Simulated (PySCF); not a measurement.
Gas-phase reaction: 2 (CH3)3SiH → H3SiCCH + SiH4 + 2 C2H6

Computed with PySCF and rigid-rotor harmonic-oscillator thermochemistry at 1 bar. † marks an energy on the PBE0/def2-TZVP geometry and frequencies; other levels use their own. MP2 freezes the core. 6-31G* has spherical d functions here. All species are closed-shell singlets. B3LYP is the form with VWN-RPA correlation. MP2 isn't extrapolated to the basis-set limit; its ΔH°(298 K) is 361.9 kJ in def2-SVP and 403.3 kJ in def2-TZVPP. The harmonic model lacks anharmonicity and excited electronic states, which grow with temperature; levels with a mode under 35 cm⁻¹ are left out. Internal rotation in (CH3)3SiH, C2H6 is treated as a harmonic vibration of one conformer, which makes the entropy rough.

| level | ΔE electronic, kJ | ΔH°(298 K), kJ | ΔS°(298 K), J/K | ΔG°(1400 K), kJ |
|---|---|---|---|---|
| B3LYP/6-31G* | 384 | 351 | 264 | 9 |
| B3LYP/def2-TZVP† | 384 | 353 | 265 | 10 |
| BLYP/def2-TZVP† | 352 | 321 | 265 | -22 |
| MP2/def2-TZVPP† | 435 | 403 | 265 | 60 |
| PBE/def2-SVP | 424 | 393 | 264 | 53 |
| PBE/def2-TZVP† | 430 | 398 | 265 | 56 |
| PBE0/def2-SVP† | 449 | 418 | 265 | 75 |
| PBE0/def2-TZVP | 451 | 420 | 265 | 77 |
| LDA/def2-TZVP† | 512 | 480 | 265 | 137 |
| ωB97X-V/def2-TZVP† | 446 | 415 | 265 | 72 |
ΔH° is lowest at BLYP/def2-TZVP† and highest at LDA/def2-TZVP†. No reference value is set beside these.
